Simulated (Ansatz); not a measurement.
# CH₆SSi (built from SMILES C[SiH].S): a barrier at many levels of theory

Aim: the barrier and energy of one elementary step (Si1–H3 formed, Si1–S4 tightened, H3–S4 broken) from LDA up to coupled cluster, on fixed structures, to see where each rung fails.

Computed with Ansatz 0.2.0, Gaussian basis. Level: single points in def2-TZVPP on PBE0-D4/def2-TZVP structures.

Levels: SPW92, PBE-D4, BLYP-D4, r2SCAN-D4, B97M-V, PBE0-D4, B3LYP-D4, r2SCAN0-D4, BHLYP-D4, CAM-B3LYP-D4, wB97X-V, wB97M-V, B2PLYP, PBE-QIDH, RPA on PBE, Hartree-Fock, MP2, CCSD, CCSD(T). The reference is CCSD(T) at the basis limit, from triple and quadruple zeta. Zero-point energies come from PBE0-D4 vibrations.

Cores are frozen in the correlated methods. B3LYP uses VWN-RPA correlation. B2PLYP carries no dispersion term here.

42 further runs of the same task are left out: 42 set aside as unsound or not needed.

### Step 1. The three structures

Charge 0, multiplicity 1. The folders r, ts and p hold the start, the saddle and the end; their coordinates stand in the first inputs.

```csv
pair,r (Å),ts (Å),p (Å)
Si1–H3,3.047,1.785,1.488
Si1–S4,2.446,2.585,2.144
H3–S4,1.346,1.494,3.001
```

### Step 2. SPW92/def2-TZVPP

The input, r/in.yaml:

```yaml
crystal:
  periodic: [false, false, false]
  atoms:
    - {symbol: Si, position_ang: [-0.754719, -0.410045, 0.768393]}
    - {symbol: C, position_ang: [1.032721, -0.971256, 0.334206]}
    - {symbol: H, position_ang: [-1.553321, 0.683580, -1.961400]}
    - {symbol: S, position_ang: [-0.772291, 1.254156, -1.024764]}
    - {symbol: H, position_ang: [-0.352782, 0.831628, 1.574579]}
    - {symbol: H, position_ang: [1.039852, -1.701501, -0.479500]}
    - {symbol: H, position_ang: [1.400921, -1.497440, 1.223953]}
    - {symbol: H, position_ang: [1.748938, -0.178109, 0.109107]}
    - {symbol: H, position_ang: [-1.789319, 1.988887, -0.544474]}
basis:
  gaussian: {orbitals: def2-TZVPP}
hamiltonian: {xc: lda}
```

The input, ts/in.yaml:

```yaml
crystal:
  periodic: [false, false, false]
  atoms:
    - {symbol: Si, position_ang: [-0.767473, -0.349353, 0.533103]}
    - {symbol: C, position_ang: [1.016192, -0.934320, 0.289259]}
    - {symbol: H, position_ang: [-1.542904, 0.207307, -0.975057]}
    - {symbol: S, position_ang: [-0.690369, 1.355348, -1.409065]}
    - {symbol: H, position_ang: [-0.627702, 0.761155, 1.545770]}
    - {symbol: H, position_ang: [1.128947, -1.496107, -0.640650]}
    - {symbol: H, position_ang: [1.246560, -1.624560, 1.109405]}
    - {symbol: H, position_ang: [1.745021, -0.122894, 0.312392]}
    - {symbol: H, position_ang: [-1.508271, 2.203323, -0.765057]}
basis:
  gaussian: {orbitals: def2-TZVPP}
hamiltonian: {xc: lda}
```

The input, p/in.yaml:

```yaml
crystal:
  periodic: [false, false, false]
  atoms:
    - {symbol: Si, position_ang: [-0.570427, 0.144847, 0.190899]}
    - {symbol: C, position_ang: [0.987192, -0.877668, 0.196047]}
    - {symbol: H, position_ang: [-1.752892, -0.682043, -0.170719]}
    - {symbol: S, position_ang: [-0.277675, 1.691328, -1.264729]}
    - {symbol: H, position_ang: [-0.823444, 0.741998, 1.529617]}
    - {symbol: H, position_ang: [1.163986, -1.319693, -0.786700]}
    - {symbol: H, position_ang: [0.904994, -1.686877, 0.925603]}
    - {symbol: H, position_ang: [1.851914, -0.265410, 0.460353]}
    - {symbol: H, position_ang: [-1.483649, 2.253418, -1.080269]}
basis:
  gaussian: {orbitals: def2-TZVPP}
hamiltonian: {xc: lda}
```

The same command starts each run, in its folder.

Launch:

```console
ansatz run in.yaml --threads 2 --pin off --events-out ev --progress --plain --max-ram 4352MiB
```

Further steps of the session: PBE-D4/def2-TZVPP; BLYP-D4/def2-TZVPP; r2SCAN-D4/def2-TZVPP; B97M-V/def2-TZVPP; PBE0-D4/def2-TZVPP; B3LYP-D4/def2-TZVPP; r2SCAN0-D4/def2-TZVPP; BHLYP-D4/def2-TZVPP; CAM-B3LYP-D4/def2-TZVPP; wB97X-V/def2-TZVPP; wB97M-V/def2-TZVPP; B2PLYP/def2-TZVPP; PBE-QIDH/def2-TZVPP; RPA on PBE/def2-TZVPP; CCSD(T)/def2-TZVPP; MP2/def2-QZVPP; Vibrations of the start structure; Vibrations of the end structure.

Before running it: what results should come out? Wanted: barrier, CCSD(T)/CBS; reverse barrier, CCSD(T)/CBS; step energy, CCSD(T)/CBS; barrier with zero-point energy; step energy with zero-point energy; imaginary mode at the saddle; largest T1 diagnostic.

**Answer**, as computed:

```
                          quantity           value
              barrier, CCSD(T)/CBS   10.4 kcal/mol
      reverse barrier, CCSD(T)/CBS   68.6 kcal/mol
          step energy, CCSD(T)/CBS  -58.2 kcal/mol
    barrier with zero-point energy    8.3 kcal/mol
step energy with zero-point energy  -57.7 kcal/mol
      imaginary mode at the saddle       423i cm⁻¹
             largest T1 diagnostic           0.015
```

What this shows: The functionals run from PBE-QIDH, off by 0.0 kcal/mol, to SPW92, off by -6.1 kcal/mol, against CCSD(T)/CBS. Mean unsigned error by rung: LDA 6.1, GGA 4.5, meta-GGA 3.6, hybrid 1.8, range-separated hybrid 0.9, double hybrid 0.5 kcal/mol. PBE-D4 gives a barrier 5.0 kcal/mol too low, outside chemical accuracy (1 kcal/mol). Every functional without exact exchange puts the barrier too low, the usual mark of self-interaction error, which favours the spread-out density of a saddle. The barrier rises with the share of exact exchange, from BLYP-D4 through B3LYP-D4 to BHLYP-D4 (-4.0, -1.8, +1.8 kcal/mol). Hartree-Fock, with no correlation, is off by +7.3 kcal/mol. Zero-point motion lowers the barrier by 2.1 kcal/mol. The restricted Hartree–Fock reference is unstable towards an unrestricted one at one or more of these structures.
